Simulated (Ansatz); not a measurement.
Rock-salt YN, relaxed in Ansatz (plane waves) with several semilocal functionals. Each gives its own volume and its own bulk modulus:

```
level   V0 (Å³/atom)  bulk modulus (GPa)   ln V0   ln B0
------  ------------  ------------------  ------  ------
LDA           13.997               182.0  2.6388  5.2040
PBEsol        14.317               171.0  2.6614  5.1417
PBE           14.760               159.2  2.6919  5.0702
```

Task: Fit a straight line to ln B0 against ln V0. What does it predict for r²SCAN, whose volume is 14.666 Å³/atom?

Result: With x = ln V0 and y = ln B0: means 2.66403 and 5.13863; Σ(Δx Δy) = -0.003565, Σ(Δx²) = 0.001420, so the slope is -2.51. At x = 2.6855 the line gives y = 5.13863 + (-2.51) × (2.6855 − 2.66403) = 5.0847, or 161.5 GPa. The run with r²SCAN gives 169.5 GPa, +5.0 % from the line. The rows used scatter about it by up to 0.4 %, while the largest value lies 14 % above the smallest. For comparison, PBE's own equation of state has B′ = 4.2, the slope −d ln B/d ln V at a fixed functional; the two needn't agree, since functionals also differ at one volume.

Ansatz's density-functional and Hartree–Fock values are scalar-relativistic unless marked +SOC, with PAW data made under PBE.

Ansatz is a first-principles code.
